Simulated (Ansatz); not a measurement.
Born–Oppenheimer molecular dynamics of C2H2O2 (6 atoms, charge 0, multiplicity 1). It starts from a relaxed structure.

Method: Ansatz, RKS PBE/def2-SVP.

* ensemble: NVT, Langevin thermostat
* time step: 1 fs
* steps asked: 250
* set temperature: 500 K
* friction: 0.05 /fs
* seed: 54924

First frame:

```xyz
6
Properties=species:S:1:pos:R:3
O -0.523 0.941 -0.837
C -0.109 -0.005 -0.006
C 0.644 0.014 1.170
O -0.463 -1.212 0.017
H -1.198 0.538 -1.427
H 1.690 -0.341 1.036
```

(1) How far do the bonds stretch over the last three quarters of this one trajectory? (Pairs bonded in most of those frames.)

Answers

(1) 
```json
{"bond": "O1–C2", "mean (Å)": "1.339", "spread (Å)": "0.035", "shortest": "1.24", "longest": "1.42"}
{"bond": "O1–H5", "mean (Å)": "0.985", "spread (Å)": "0.022", "shortest": "0.94", "longest": "1.03"}
{"bond": "C2–C3", "mean (Å)": "1.398", "spread (Å)": "0.037", "shortest": "1.33", "longest": "1.50"}
{"bond": "C2–O4", "mean (Å)": "1.264", "spread (Å)": "0.030", "shortest": "1.21", "longest": "1.34"}
{"bond": "C3–H6", "mean (Å)": "1.116", "spread (Å)": "0.037", "shortest": "1.04", "longest": "1.22"}
```

Mean temperature of the second half: 490 K. A run of 0.25 ps of so small a system gives no equilibrium averages.

Run time: 3.9 min on 1 CPU thread of a shared host.
